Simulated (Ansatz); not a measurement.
**C₂H₇Si radical: a ladder of functionals and wavefunction methods**

One table from this session's results is given with a row withheld; the runs are named, their logs left out.

The runs use Ansatz 0.2.0, Gaussian basis; functionals in def2-TZVPP, the program's frozen cores in correlated methods.

Levels to be run: LDA (SPW92), PBE-D4, revPBE-D4, BLYP-D4, r2SCAN-D4, B97M-V, PBE0-D4, B3LYP-D4, r2SCANh-D4, r2SCAN0-D4, HSE06-D4, BHLYP-D4, CAM-B3LYP-D4, LC-ωPBE, ωB97X-V, ωB97M-V, B2PLYP, PBE-QIDH; CCSD(T)/def2-SVP; CCSD(T)/def2-TZVPP; CCSD(T)/def2-QZVPP; extrapolation to the limit; RPA on PBE.

## The relaxed structure

An earlier PBE0-D4 in a triple-zeta def2 set relaxation fixed the geometry.

SMILES `CC[SiH2]`, 10 atoms, charge 0, spin multiplicity 2.

Atoms are counted from 1 here; the program's logs count them from 0.

Bond lengths: C1–C2 1.529 Å, C1–H4 1.094 Å, C1–H5 1.093 Å, C1–H6 1.093 Å, C2–Si3 1.882 Å, C2–H7 1.095 Å, C2–H8 1.095 Å, Si3–H9 1.492 Å, Si3–H10 1.492 Å. Angles: C2–C1–H4 111.2°, C2–C1–H5 111.4°, C2–C1–H6 111.4°, H4–C1–H5 107.6°, H4–C1–H6 107.6°, H5–C1–H6 107.4°, C1–C2–Si3 113.1°, C1–C2–H7 110.5°, C1–C2–H8 110.5°, Si3–C2–H7 108.2°, Si3–C2–H8 108.2°, H7–C2–H8 106.2°, C2–Si3–H9 111.4°, C2–Si3–H10 111.4°, H9–Si3–H10 109.0°.

Set-up of the first run:

in.yaml reads:

```yaml
crystal:
  periodic: [false, false, false]
  atoms:
    - {symbol: C, position_ang: [-0.795571, 0.528437, -0.645627]}
    - {symbol: C, position_ang: [-0.153587, -0.745637, -0.096394]}
    - {symbol: Si, position_ang: [1.313798, -0.405261, 1.031265]}
    - {symbol: H, position_ang: [-1.643597, 0.295430, -1.296349]}
    - {symbol: H, position_ang: [-0.082265, 1.114683, -1.229984]}
    - {symbol: H, position_ang: [-1.163455, 1.168885, 0.159630]}
    - {symbol: H, position_ang: [0.186425, -1.386662, -0.915935]}
    - {symbol: H, position_ang: [-0.887505, -1.332508, 0.464953]}
    - {symbol: H, position_ang: [0.908777, 0.394105, 2.224362]}
    - {symbol: H, position_ang: [2.399981, 0.317229, 0.306881]}
basis:
  gaussian: {orbitals: def2-TZVPP}
magnetization: {spin_polarized: true, initial_magnetization: 1}
hamiltonian: {xc: lda}
output: {orbitals: {seedname: orbitals}}
```

Command:

```bash
$ ansatz run in.yaml --threads 2 --pin off --events-out ev --progress --plain --max-ram 32768MiB --backend cpu
```

Among the steps run: LDA; PBE-D4 (GGA); revPBE-D4 (GGA); BLYP-D4 (GGA); r2SCAN-D4 (meta-GGA); B97M-V (meta-GGA); PBE0-D4 (hybrid); B3LYP-D4 (hybrid); r2SCANh-D4 (hybrid); r2SCAN0-D4 (hybrid); HSE06-D4 (hybrid); BHLYP-D4 (hybrid); CAM-B3LYP-D4 (range-separated); LC-ωPBE (range-separated); ωB97X-V (range-separated); ωB97M-V (range-separated); B2PLYP (double hybrid); PBE-QIDH (double hybrid).

One of the session's tables, all rows but one given; the rest of the session is left out.

It belongs to the step «Frontier levels by functional». 

| functional | HOMO (eV) | LUMO (eV) | gap (eV) |
| --- | --- | --- | --- |
| LDA (SPW92) | -4.75 | -3.49 | 1.26 |
| PBE-D4 | -4.79 | -3.03 | 1.76 |
| revPBE-D4 | -4.78 | -2.88 | 1.90 |
| BLYP-D4 | -4.57 | -3.08 | 1.49 |
| r2SCAN-D4 | -5.13 | -2.55 | 2.57 |
| B97M-V | -4.85 | -3.31 | 1.54 |
| PBE0-D4 | -5.89 | -2.10 | 3.79 |
| B3LYP-D4 | -5.59 | -2.51 | 3.08 |
| r2SCANh-D4 | -5.53 | -2.26 | 3.27 |
| r2SCAN0-D4 | -6.13 | -1.83 | 4.30 |
| HSE06-D4 | ? | ? | ? |
| BHLYP-D4 | -6.78 | -1.33 | 5.44 |
| CAM-B3LYP-D4 | -7.08 | -1.25 | 5.83 |
| LC-ωPBE | -8.54 | 0.21 | 8.75 |
| ωB97X-V | -8.01 | -0.36 | 7.64 |
| ωB97M-V | -7.64 | -0.50 | 7.14 |

Estimate the missing values for HSE06-D4.

The run gave: HOMO (eV): -5.49; LUMO (eV): -2.48; gap (eV): 3.01. In the column «HOMO (eV)» it lies between r2SCANh-D4 (-5.53) and r2SCAN-D4 (-5.13).
